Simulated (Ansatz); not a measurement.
# SiNH (singlet): wave-function methods side by side at distance Si1–N2 = 1.258 Å, 6-31G

The task here is to estimate one member of a computed series from the others.

Program: Ansatz 0.2.0, Gaussian basis. Level of theory: 6-31G, core rule «outside noble gas», up to 6 orbitals frozen. These are calculated values, not measurements.

Plan: UHF; CCSD(T) on RHF; BCCD(T) on RHF; CISD; CCSDT(Q) on RHF; CISDTQ; CCSDTQ on RHF; CASSCF and MRCISD+Q, 2 electrons in 2 orbitals; CASSCF and NEVPT2, 2 electrons in 2 orbitals; CASSCF and MRCISD+Q, 10 electrons in 9 orbitals; CASSCF and NEVPT2, 10 electrons in 9 orbitals; Full CI.

19 further runs of the same task are left out: 18 that didn't finish, 1 set aside as unsound or not needed.

**The geometry**

The geometry derives from a PBE0/def2-TZVP stationary point (not a proven minimum). One bond is set to the value named and the two fragments are kept rigid.

3 atoms, charge 0, spin multiplicity 1.

Atoms are counted from 1 here; the program's logs count them from 0.

Bond lengths: Si1–N2 1.258 Å, N2–H3 1.000 Å. Angles: Si1–N2–H3 180.0°.

The first run:

The input, in.yaml:

```yaml
crystal:
  periodic: [false, false, false]
  atoms:
    - {symbol: Si, position_ang: [0.000000, 0.000000, 1.171872]}
    - {symbol: N, position_ang: [0.000000, 0.000000, -0.086128]}
    - {symbol: H, position_ang: [0.000000, 0.000000, -1.085744]}
basis:
  gaussian: {orbitals: 6-31G}
magnetization: {spin_polarized: true, initial_magnetization: 0}
hamiltonian: {xc: hf}
output: {orbitals: {seedname: orbitals}}
```

Started as:

```sh
$ ansatz run in.yaml --threads 1 --pin off --events-out ev --progress --plain --max-ram 2393MiB
```

Among the steps run: UHF; CCSD(T) on RHF; BCCD(T) on RHF; CISD; CCSDT(Q) on RHF; CISDTQ; CCSDTQ on RHF; CASSCF and MRCISD+Q, 2 electrons in 2 orbitals; CASSCF and NEVPT2, 2 electrons in 2 orbitals; CASSCF and MRCISD+Q, 10 electrons in 9 orbitals; CASSCF and NEVPT2, 10 electrons in 9 orbitals; Full CI.

One of the session's tables, all rows but one given; the rest of the session is left out.

```
          method  from FCI (kcal/mol)
             RHF                    ?
            RMP2                +9.01
            CISD                +9.75
           RCCSD                +3.46
        RCCSD(T)                +0.58
         BCCD(T)                +0.55
          RCCSDT                +0.36
          CISDTQ                +0.53
       RCCSDT(Q)                -0.03
         RCCSDTQ                +0.02
     CASSCF pair               +93.18
     NEVPT2 pair                +7.39
  CASSCF valence               +27.30
  NEVPT2 valence               +10.05
  MRCISD valence                +2.15
MRCISD+Q valence                +1.52
             FCI                    0
```

Q: Estimate the row for RHF from the others.

As computed: from FCI (kcal/mol): +104.25. In the column «from FCI (kcal/mol)» it is the highest.

Not comparable, so not listed: CASSCF and MRCISD+Q, 2 electrons in 2 orbitals (they don't share determinant, frozen orbitals or solution with the rows shown, or repeat one).

Limits of these values: Warnings in the runs' records: passed over end.
